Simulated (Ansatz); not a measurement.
**Al2S (singlet): wave-function methods side by side, cc-pVDZ**

How much of the correlation energy of Al2S (singlet) does each wave-function method recover here?

Method: cc-pVDZ, core rule «outside noble gas», up to 15 orbitals frozen; program: Ansatz 0.2.0, Gaussian basis.

Plan: UHF; CCSD(T) on RHF; BCCD(T) on RHF; CISD; CCSDT(Q) on RHF.

35 further runs of the same task are left out: 11 for a known fault of the program, 11 that didn't finish, 13 set aside as unsound or not needed. Runs told in other sessions of the task aren't counted.

**1. What is computed**

The geometry is a PBE0/def2-TZVP stationary point (not a proven minimum) of the parent state, kept for this charge and spin.

3 atoms, charge 0, spin multiplicity 1.

Atoms are counted from 1 here; the program's logs count them from 0.

Bond lengths: Al1–S2 2.194 Å, S2–Al3 2.166 Å. Angles: Al1–S2–Al3 180.0°.

**2. UHF**

File in.yaml:

```yaml
crystal:
  periodic: [false, false, false]
  atoms:
    - {symbol: Al, position_ang: [0.000000, 0.000000, 2.184700]}
    - {symbol: S, position_ang: [0.000000, 0.000000, -0.009600]}
    - {symbol: Al, position_ang: [0.000000, 0.000000, -2.175100]}
basis:
  gaussian: {orbitals: cc-pVDZ}
magnetization: {spin_polarized: true, initial_magnetization: 0}
hamiltonian: {xc: hf}
output: {orbitals: {seedname: orbitals}}
```

Started as:

```console
$ ansatz run in.yaml --threads 1 --pin off --events-out ev --progress --plain --max-ram 2393MiB
```

The runs that follow: CCSD(T) on RHF; BCCD(T) on RHF; CISD; CCSDT(Q) on RHF.

Q: Predict the results of all the runs planned. Wanted: RCCSDT(Q) from the RHF energy; RMP2 from RCCSDT(Q); RCCSD from RCCSDT(Q); RCCSD(T) from RCCSDT(Q); T1 diagnostic.

The runs gave:

| quantity | value |
| --- | --- |
| RCCSDT(Q) from the RHF energy | -7.1614 eV |
| RMP2 from RCCSDT(Q) | +28.46 kcal/mol |
| RCCSD from RCCSDT(Q) | +7.01 kcal/mol |
| RCCSD(T) from RCCSDT(Q) | +1.18 kcal/mol |
| levels within 1 kcal/mol (43 meV) | RCCSDT |
| T1 diagnostic | 0.017 |

**Reading.** RCCSD(T) lands +1.18 kcal/mol from the yardstick (0.7 % of the correlation energy). These misses are within one basis, not against nature.
